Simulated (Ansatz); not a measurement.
Basis-set extrapolation for `NC1(O)N=C1O` (PBE0-D4/def2-TZVP geometry, frozen core, Ansatz). Multiplicity 1, RHF reference.

|  | def2-TZVPP | def2-QZVPP |
| --- | --- | --- |
| HF | -336.756588 | -336.771866 |
| MP2 correlation | -1.196493 | -1.284402 |
| CCSD(T) correlation | -1.259054 | not run |

Energies in hartree. Use E(X) = E(∞) + A·exp(−7.88·√X) for Hartree–Fock and E(X) = E(∞) + B·X^(−2.97) for correlation, with X = 3 and 4, and add CCSD(T) minus MP2 of the smaller set to the MP2 limit.

Q: What is the CCSD(T) energy at the basis-set limit?

A: HF limit: -336.771866 + (-0.015278) × 0.13774 = -336.77397. MP2 limit: -1.284402 + (-0.087909) × 0.74074 = -1.34952. Higher-order term: -1.259054 − (-1.196493) = -0.06256. Total: -338.18605 hartree, 447.4 kJ/mol below CCSD(T)/def2-TZVPP.
